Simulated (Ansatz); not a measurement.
A made-up structure of AlSiH3F (charge +1), singlet:

F1  (-1.928, -0.882, 0.550)
Al2  (-0.554, -1.224, -0.257)
Si3  (0.604, 1.000, 0.137)
H4  (0.009, -2.438, -1.047)
H5  (-2.421, -0.337, 1.087)
H6  (1.425, 1.336, 1.327)
(Å)

It is relaxed with PBE-D4/def2-SVP and then PBE0-D4/def2-TZVP (Ansatz 0.2.0). Atoms count as bonded within 1.22 times the sum of their covalent radii (H–H: 0.88 Å). The end point is not checked to be a true minimum.

Q: Does its bonding change? (A judgement: the text doesn't fix the answer.)

A: By the calculation: No: no bond forms or breaks.

Where it ends: The first stage lowers the energy by 1.93 eV in 8 steps. It ends as AlSiH₃F ([FH][AlH][SiH]), total charge +1:
```
6
angstrom
F -2.0198 -1.0487 0.5664
Al -0.1750 -0.8907 -0.2589
Si 0.7804 1.4416 -0.0422
H -0.1575 -2.3784 -0.7599
H -2.6309 -0.5163 1.0353
H 1.3374 0.8478 1.2565
```

Labels in which every atom is bracketed show which atoms are joined, not bond orders.

For scale, one of the runs: PBE0-D4/def2-TZVP relaxation, 123 basis functions, launched by `ansatz run in.yaml --threads 2 --pin off --events-out ev --progress --plain --max-ram 4352MiB`. Hardware: 2 CPU threads of an Arm Neoverse V1, shared host. Wall time about 17 s.
